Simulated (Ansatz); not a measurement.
Input file:

```yaml
crystal:
  periodic: [false, false, false]
  atoms:
    - {symbol: Si, position_ang: [0.000000, 0.000000, 0.000000]}
    - {symbol: C, position_ang: [0.000000, 0.000000, 1.817700]}
basis:
  gaussian: {orbitals: "6-31G*"}
magnetization: {spin_polarized: true, initial_magnetization: 2}
correlation: {method: ccsdt, electrons: outside_noble_gas, diis_vectors: 4}
scf: {lower_state_search: full}
```

```sh
$ ansatz run in.yaml --threads 1 --pin off --events-out ev --progress --plain --max-ram 2393MiB
```

Log:

```
548 factors; integrals over basis functions are off by at most 1.6e-7 eV
mean field evaluation 1: about -8885.3769 eV, gradient 9.5e0 eV
mean field evaluation 2: about -8885.3981 eV, gradient 9.5e0 eV
mean field evaluation 4: about -8886.4285 eV, gradient 2.6e0 eV
mean field evaluation 8: about -8887.3262 eV, gradient 9.9e-1 eV
mean field evaluation 16: about -8887.3885 eV, gradient 2.7e-6 eV
mean field evaluation 32: about -8887.3885 eV, gradient 1.5e-6 eV
mean field evaluation 64: about -8887.2938 eV, gradient 1.3e0 eV
mean field evaluation 96: about -8886.6584 eV, gradient 1.2e0 eV
mean field evaluation 128: about -8886.6095 eV, gradient 7.6e-5 eV
mean field evaluation 160: about -8885.7906 eV, gradient 1.2e0 eV
...
mean field -8887.38849401 eV, -326.6055030664 hartree, gradient 3.0e-6 eV, S^2 2.658388; 25 other end points of the search recorded, 0 dependent functions left out
determinant -8887.38849401 eV, -326.6055030664 hartree, with singles and doubles -8891.89210543 eV, -326.7710077338 hartree
determinant -8886.67976417 eV, -326.5794577254 hartree, with singles and doubles -8891.57812238 eV, -326.7594690694 hartree
determinant -8886.60948253 eV, -326.5768749228 hartree, with singles and doubles -8891.46451835 eV, -326.7552941981 hartree
determinant -8886.59226773 eV, -326.5762422907 hartree, with singles and doubles -8891.73158663 eV, -326.7651087764 hartree
determinant -8886.45453180 eV, -326.5711805886 hartree, with singles and doubles -8891.86047764 eV, -326.7698454336 hartree
determinant -8884.99972583 eV, -326.5177174551 hartree, with singles and doubles -8889.21751622 eV, -326.6727183930 hartree
determinant -8884.96487785 eV, -326.5164368156 hartree, with singles and doubles -8889.11191159 eV, -326.6688374944 hartree
determinant -8884.01099314 eV, -326.4813821990 hartree, with singles and doubles -8888.26697113 eV, -326.6377865051 hartree
determinant -8887.38849401 eV, -326.6055030664 hartree, with singles and doubles -8891.91561778 eV, -326.7718717966 hartree
determinant -8886.67976417 eV, -326.5794577254 hartree, with singles and doubles -8891.80855513 eV, -326.7679373169 hartree
determinant -8886.60948253 eV, -326.5768749228 hartree, with singles and doubles -8891.46454857 eV, -326.7552953087 hartree
determinant -8886.59226773 eV, -326.5762422907 hartree, with singles and doubles -8891.87922683 eV, -326.7705344539 hartree
determinant -8886.45453180 eV, -326.5711805886 hartree, with singles and doubles -8891.87894891 eV, -326.7705242403 hartree
6 core orbitals not correlated: weight in the atoms' cores, before any rotation towards them, 1.000 or more for the frozen orbitals, at most 0.000 for the correlated occupied ones
reference -8887.38849401 eV, -326.6055030664 hartree; 5, 3 occupied and 23, 25 virtual orbitals, 548 factors
second order -3.29959213 eV of doubles, -0.00000000 eV of singles
...
cycle  29  -4.87992580 eV  change   -2.2e-6 eV  update   2.2e-6
cycle  30  -4.87992818 eV  change   -2.4e-6 eV  update   1.7e-6
cycle  31  -4.87992851 eV  change   -3.3e-7 eV  update   1.2e-6
cycle  32  -4.87992962 eV  change   -1.1e-6 eV  update   9.8e-7
cycle  33  -4.87993108 eV  change   -1.5e-6 eV  update   7.5e-7
cycle  34  -4.87993205 eV  change   -9.8e-7 eV  update   4.8e-7
cycle  35  -4.87993305 eV  change   -1.0e-6 eV  update   3.1e-7
cycle  36  -4.87993337 eV  change   -3.2e-7 eV  update   2.2e-7
cycle  37  -4.87993374 eV  change   -3.7e-7 eV  update   1.6e-7
cycle  38  -4.87993375 eV  change   -1.1e-8 eV  update   1.1e-7
Total energy: -8892.26842776 eV, -326.7848373241 hartree
```

The T1 diagnostic is 0.113.

Ran on 1 thread of Arm Neoverse V2, shared host: 9.5 s wall, 0.15 GiB peak host memory.
